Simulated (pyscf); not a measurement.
Routes from F–Si:–F [singlet] + SiH₄

Candidate steps break at most two bonds and form at most two. Each was searched with GFN2-xTB (tblite) first. Optimised with ωB97X-D3(BJ)/def2-SVP in PySCF. MP2 and CC: frozen core, UHF for open shells. ΔMP2 is the change of the MP2 total energy from the triple- to the quadruple-zeta basis. Energies: CCSD(T)/def2-TZVPP + ΔMP2(QZVPP), kcal/mol, from the separated reactants, singlet surface; ΔG‡ with ideal gas, 1 atm, RRHO with modes under 100 cm⁻¹ raised to 100, one conformer, R ln 2 for chiral ones without a mode under 150 cm⁻¹.

| products | type | ΔE‡ | ΔE | ΔG‡ 298 K | ΔG‡ 900 K | ν‡ (cm⁻¹) |
|---|---|---|---|---|---|---|
| F–SiH(F)–SiH₃ | insertion | 27.8 | -30.1 | 38.0 | 57.8 | 585i |
| F–SiH₃ + F–SiH: [singlet] | four-centre exchange | 27.8 | +20.5 | 39.3 | 60.0 | 353i |
| HF + F–Si:–SiH₃ [singlet] | four-centre exchange | 59.1 | +52.9 | 67.4 | 84.8 | 926i |

Row 2: On the product side the descent ends in an adduct with a F–Si contact, 7.4 kcal/mol under the separated species and 9.3 kcal/mol under the saddle at ωB97X-D3(BJ)/def2-TZVP. Row 3: On the product side the descent ends in a complex, 7.5 kcal/mol under the separated species and 9.9 kcal/mol under the saddle at ωB97X-D3(BJ)/def2-TZVP. 

Plain bond fissions and candidates not yet searched are not listed, and one of them may be faster. Each barrier is that of the saddle found; lower ones may exist. The CCSD(T) − MP2 part came from Ansatz, without density fitting, on the same reference.
